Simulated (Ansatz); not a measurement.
Mulliken charges of `[O][Na]` radical from ωB97M-V/def2-TZVPP in Ansatz (PBE0-D4/def2-TZVP geometry).

```tsv
atom	x (Å)	y (Å)	z (Å)	charge (e)
O1	0.873	-0.291	0.448	-0.703
Na2	-0.873	0.291	-0.448	0.703
```

**Question.** By hand: the dipole of these point charges (1 e Å = 4.8032 D).

**Answer.** Σ q r = (-1.227, 0.409, -0.630) e Å, of length 1.439 e Å = 6.91 D.

**Question.** How does the dipole of the full density compare? (Best estimate.)

**Answer.** Computed: (-1.402, 0.466, -0.719) e Å, 7.89 D; the point charges give 0.88 times that, at 0° from its direction.

Point charges leave out the atoms' own dipoles, such as those of lone pairs, and Mulliken's split depends on the basis, so the close match here is no proof of good charges.
